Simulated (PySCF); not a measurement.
Does the answer move with the share of exact exchange?

C4H8F2.
SMILES: `C[C@H](F)CCF`

Torsions of this conformer, `[CH3:1][C@H:2]([F:3])[CH2:4][CH2:5][F:6]`: C1–C2–C4–C5 180°, C2–C4–C5–F6 62°.

PySCF, pcSseg-1 basis, density fitting, gas phase, PBE0-D3(BJ)/def2-SVP geometry. One functional is left out:

```tsv
functional	exact exchange (%)	HOMO energy (eV)	LUMO energy (eV)	dipole moment (D)
B97-D	0	-7.48	0.81	2.054
BLYP	0	-7.34	0.65	2.003
BP86	0	-7.52	0.74	2.036
LDA	0	-7.49	0.46	2.107
OPBE	0	-7.35	0.91	2.003
PBE	0	-7.39	0.66	2.006
B97-2	21	-8.81	1.53	2.166
PBE0	25	-9.06	1.50	2.168
mPW1PW91	25	-9.11	1.52	2.188
BHandHLYP	50	-10.63	2.16	2.300
```

Problem. Predict the row of B3LYP (20 % exact exchange) by straight lines through the other rows, and check it.

Solution. 
```tsv
property	line	computed	computed − line	B97-2 (21 %), for comparison
HOMO energy (eV)	-8.73	-8.84	-0.11	-8.81
LUMO energy (eV)	1.34	1.16	-0.18	1.53
dipole moment (D)	2.146	2.144	-0.002	2.166
```

Problem. Which of these properties follows the share of exact exchange most closely, and which least?

Solution. Most closely the HOMO energy, least the dipole moment; the correlations over the tabulated rows are HOMO energy -0.998, LUMO energy 0.970, dipole moment 0.949. The HOMO energy moves by -0.647 eV for every 10 %. Functionals with the same share still differ in their other parts: at 0 % BLYP and BP86 differ by 0.18 eV in it.
